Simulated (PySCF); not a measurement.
Breaking a bond: SMILES C#N (CHN). The C1–H3 bond (C1 also carries N; H3 carries nothing else) is pulled apart rigidly from the PBE0/def2-TZVP optimised geometry. Each curve is given relative to its own lowest point near equilibrium.

```
R / Å      A      B      C
-----  -----  -----  -----
0.85   1.402  1.550  1.468
0.91   0.619  0.725  0.670
0.96   0.241  0.313  0.277
1.00   0.074  0.120  0.098
1.03   0.013  0.039  0.027
1.07   0.000  0.000  0.000
1.09   0.018  0.005  0.011
1.14   0.123  0.076  0.097
1.17   0.218  0.151  0.181
1.23   0.465  0.355  0.404
1.33   0.984  0.799  0.882
1.44   1.635  1.357  1.485
1.60   2.612  2.198  2.388
1.78   3.657  3.104  3.343
1.91   4.346  3.677  3.963
2.16   5.497  4.517  4.976
2.33   6.149  4.865  5.535
2.59   6.966  5.114  6.215
2.86   7.620  5.197  6.741
3.22   8.253  5.229  7.231
3.72   8.813  5.240  7.641
```

Energies in eV.

Task: Which curve belongs to which method? The methods are restricted B3LYP/6-31G run with PySCF; PySCF 2.14.0 with restricted BHandHLYP/6-31G; PySCF with CCSD(T) on UHF/6-31G, 2 core orbitals frozen.

Result: A is RKS-BHandHLYP; B is UCCSD(T); C is RKS-B3LYP.

At the longest distance RKS-B3LYP, RKS-BHandHLYP leaves fractional charges on the fragments, a sign of delocalisation error or of the restricted form. The restricted form behind RKS-B3LYP, RKS-BHandHLYP keeps the bonding electrons paired and can't separate into open-shell fragments. The unrestricted determinant behind UCCSD(T) is spin-contaminated at 1.60 to 3.72 Å (<S²> up to 1.4, against 0.00 for a pure singlet).
